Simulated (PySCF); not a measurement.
## Ionisation energy of N by level of theory

N [He] 2s2 2p3 (4S) → N⁺ [He] 2s2 2p2 (3P), as a difference of total energies. All numbers are calculated (PySCF 2.14, no relativity, point nucleus, in def2-TZVP (5s3p2d1f, 31 functions)). Correlated levels: valence: 1s2 frozen. The calculations carry no spin-orbit coupling.

```csv
method,ionisation energy (eV),error (eV)
UHF,13.898,-0.647
MN15,14.539,-0.006
PBE,14.716,+0.171
MP2 (valence),14.564,+0.019
SCS-MP2 (valence),14.311,-0.234
CCSD (valence),14.424,-0.121
CCSD(T) (valence),14.442,-0.103
```

Reference: 14.545 eV (measured; NIST levels, between the centres of gravity of the two terms).

Errors of the correlated levels include the incompleteness of this basis and the frozen core.
